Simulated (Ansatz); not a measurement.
# Worked example: correlation energy of B2H, quartet

Geometry: a point of a stretch scan, not a stationary point.

```xyz
3

B     0.0000    0.0000    0.5599
B     0.0000    0.0000   -2.2981
H     0.0000    0.0000    1.7382
```

Basis 6-31G; Ansatz 0.2.0. Only valence electrons are correlated (noble-gas cores frozen), which leaves 7 electrons in 18 orbitals. R marks a restricted (for open shells ROHF) determinant, U an unrestricted one.

Full CI is exact within this basis and frozen core; it isn't the basis-set limit. The frozen core follows each run's orbitals, which can shift R against U totals by a few meV.

Runs differ by some tens of microhartree through their thresholds and, for an open shell, their frozen cores, so steps under 0.1 kcal/mol mean nothing.

```
     level  total energy (hartree)
       UHF              -49.624668
      UMP2              -49.670849
     UCCSD              -49.703091
  UCCSD(T)              -49.704846
   UCCSDT*              -49.709097
UCCSDT(Q)*              -49.709762
  UCCSDTQ*              -49.709712
   full CI              -49.709713
```

Problem. What is the correlation energy at full CI, and what share of it do UMP2 and UCCSDT recover?

Solution. E(corr) = -49.709713 − (-49.624668) = -0.085045 hartree = -2.314 eV. UMP2: -0.046181 / -0.085045 = 54.30 %. UCCSDT: -0.084429 / -0.085045 = 99.28 %.

Problem. By how many kcal/mol does UCCSD(T) miss full CI (1 hartree = 627.509 kcal/mol), and which steps make up the rest?

Solution. -49.704846 − (-49.709713) = 0.004867 hartree = 3.05 kcal/mol. Steps: UCCSDT − UCCSD(T) = -2.67, UCCSDT(Q) − UCCSDT = -0.42, UCCSDTQ − UCCSDT(Q) = 0.03, full CI − UCCSDTQ = 0.00 kcal/mol. With more than one leading determinant such errors change with state and geometry, and needn't cancel in differences.

An asterisk marks runs whose energy the program itself flagged as in doubt.
